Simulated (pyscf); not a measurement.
Structures and frequencies: ωB97X-D3(BJ)/def2-SVP in PySCF.

### Question
What is the homolytic dissociation enthalpy (298 K, ωB97M-D3(BJ)/def2-TZVP) of the N–Si bond of H₃C–Si(CH₃)(CH₃)–NH₂ (SMILES C[Si](C)(C)N), to H₃C–Si•(CH₃)–CH₃ + NH₂•?

### Answer
N–Si to H₃C–Si•(CH₃)–CH₃ + NH₂•: 460.7 kJ/mol. The 7 functionals that were run give +424.8 (r²SCAN) to +460.7 kJ/mol (ωB97M-D3(BJ)/def2-TZVP). Other isomers of H₃C–Si•(CH₃)–CH₃ were not searched in full and may lie lower.
